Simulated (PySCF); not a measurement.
tetrafluoroethylene (C₂F₄), SMILES FC(F)=C(F)F.

Coordinates come from a r2SCAN-D4/def2-SVP optimisation.

Two levels are set side by side: TDDFT-PBE/def2-SVPD (PySCF) and TDDFT-LC-ωPBE/def2-SVPD (PySCF). Vertical, same geometry. The lowest singlet is HOMO→LUMO+1 100 % with PBE and HOMO→LUMO+3 69 %, HOMO→LUMO+7 29 % with the other functional; states are paired by order. Differences are taken from unrounded values.

```json
[
 {"quantity": "lowest singlet excitation (eV)", "TDDFT-LC-ωPBE": "7.09", "TDDFT-PBE": "6.01", "TDDFT-PBE minus TDDFT-LC-ωPBE": "-1.08"},
 {"quantity": "lowest triplet excitation (TDA) (eV)", "TDDFT-LC-ωPBE": "4.37", "TDDFT-PBE": "4.67", "TDDFT-PBE minus TDDFT-LC-ωPBE": "0.29"},
 {"quantity": "first bright state (f over 0.05) (eV)", "TDDFT-LC-ωPBE": "8.25", "TDDFT-PBE": "7.96", "TDDFT-PBE minus TDDFT-LC-ωPBE": "-0.29"},
 {"quantity": "its oscillator strength", "TDDFT-LC-ωPBE": "0.43", "TDDFT-PBE": "0.36", "TDDFT-PBE minus TDDFT-LC-ωPBE": "-0.07"}
]
```

A lower first singlet is the usual sign of a functional without exact exchange. Differences between two approximate levels are no errors against the true value.

Rough cost on one machine, each run with all the roots and properties that it gave: TDDFT-LC-ωPBE against TDDFT-PBE about 7 times.
